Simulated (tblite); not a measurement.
A structure optimised at GFN2-xTB (Å):
```
atom  x, y, z in Å
N1    -2.948   -0.313   -0.178
C2    -1.880    0.094   -0.163
C3    -0.522    0.571   -0.138
C4     0.452   -0.595    0.133
C5     1.817   -0.126    0.158
P6     3.266    0.427    0.176
H7    -0.291    1.036   -1.101
H8    -0.427    1.328    0.645
H9     0.204   -1.062    1.093
H10    0.337   -1.356   -0.648
```

Neutral, closed shell.

Which heavy atoms are bonded, and with what formal order?

N1–C2 1.14 Å (triple); C2–C3 1.44 Å (single); C3–C4 1.54 Å (single); C4–C5 1.44 Å (single); C5–P6 1.55 Å (triple). Bonds to hydrogen (Å): C3–H7 1.09; C3–H8 1.09; C4–H9 1.10; C4–H10 1.10. The orders are those of one drawing; other resonance forms can be drawn.

Which species is it?

`N#CCCC#P`, C4H4NP.

Name the point group.

Cs (every atom within 0.08 Å of its image).

Describe the place of each heavy atom.

N1: nitrile nitrogen; C2: nitrile carbon; C3: sp3 carbon next to a nitrile; C4: chain CH2 carbon; C5: triply bonded carbon; P6: phosphorus bonded to C.

What is the arrangement about C2?

It has 2 neighbours (N1, C3) and is linear (angle 178.5°).

What is the arrangement about C5?

It has 2 neighbours (C4, P6) and is linear (angle 178.1°).

All values are computed, not measured.
